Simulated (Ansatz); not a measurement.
**BH: taking an electron away**

One table from this session's results is given with a row withheld; the runs are named, their logs left out.

Program: Ansatz 0.2.0, Gaussian basis. Level of theory: unrestricted cation, the program's frozen cores in correlated methods. These are calculated values, not measurements.

The runs, in order: UKS PBE-D4/def2-TZVPP; UKS r2SCAN-D4/def2-TZVPP; UKS PBE0-D4/def2-TZVPP; UKS B3LYP-D4/def2-TZVPP; UKS wB97X-V/def2-TZVPP; UKS wB97M-V/def2-TZVPP; UKS B2PLYP/def2-TZVPP; UHF-CCSD(T)/def2-TZVPP; UHF-CCSD(T)/def2-QZVPP; extrapolation to the limit; then −ε(HOMO) from the neutral's earlier runs with LDA (SPW92), PBE-D4, revPBE-D4, BLYP-D4, r2SCAN-D4, B97M-V, PBE0-D4, B3LYP-D4, r2SCANh-D4, r2SCAN0-D4, HSE06-D4, BHLYP-D4, CAM-B3LYP-D4, LC-ωPBE, ωB97X-V, ωB97M-V.

### The relaxed structure

An earlier PBE0-D4 in a triple-zeta def2 set relaxation fixed the geometry.

SMILES `[BH]`, 2 atoms, charge 0, spin multiplicity 1.

Atoms are counted from 1 here; the program's logs count them from 0.

Bond lengths: B1–H2 1.241 Å.

Set-up of the first run:

Contents of in.yaml:

```yaml
crystal:
  periodic: [false, false, false]
  atoms:
    - {symbol: B, position_ang: [0.000000, 0.000000, -0.004384]}
    - {symbol: H, position_ang: [-0.000000, -0.000000, 1.236784]}
basis:
  gaussian: {orbitals: def2-TZVPP}
total_charge: 1
magnetization: {spin_polarized: true, initial_magnetization: 1}
hamiltonian: {xc: pbe, dispersion: d4}
```

Command:

```console
> ansatz run in.yaml --threads 2 --pin off --events-out ev --progress --plain --max-ram 20480MiB --backend cpu
```

Steps of the session up to this table: Cation, UKS PBE-D4/def2-TZVPP; Cation, UKS r2SCAN-D4/def2-TZVPP; Cation, UKS PBE0-D4/def2-TZVPP; Cation, UKS B3LYP-D4/def2-TZVPP; Cation, UKS wB97X-V/def2-TZVPP; Cation, UKS wB97M-V/def2-TZVPP; Cation, UKS B2PLYP (frozen core)/def2-TZVPP; Cation, UHF-CCSD(T)/def2-TZVPP; Cation, UHF-CCSD(T)/def2-QZVPP.

One of the session's tables, all rows but one given; the rest of the session is left out.

It belongs to the step «Ionisation energies side by side». Orbital estimates, from the neutral's runs:

```
  functional  −ε(HOMO) (eV)
 LDA (SPW92)           5.52
      PBE-D4           5.52
   revPBE-D4           5.51
     BLYP-D4           5.46
   r2SCAN-D4           5.72
      B97M-V           5.81
     PBE0-D4           6.67
    B3LYP-D4           6.53
  r2SCANh-D4           6.15
  r2SCAN0-D4           6.80
    HSE06-D4           6.27
    BHLYP-D4           7.78
CAM-B3LYP-D4           8.09
     LC-ωPBE           9.45
     ωB97X-V              ?
     ωB97M-V           8.91
```

**Question.** Estimate the row for ωB97X-V.

As computed: −ε(HOMO) (eV): 9.09. In the column «−ε(HOMO) (eV)» it lies between ωB97M-V (8.91) and LC-ωPBE (9.45).

To keep in mind: The cation may have settled in a state other than its lowest; no search over hole states beyond the program's own was made.
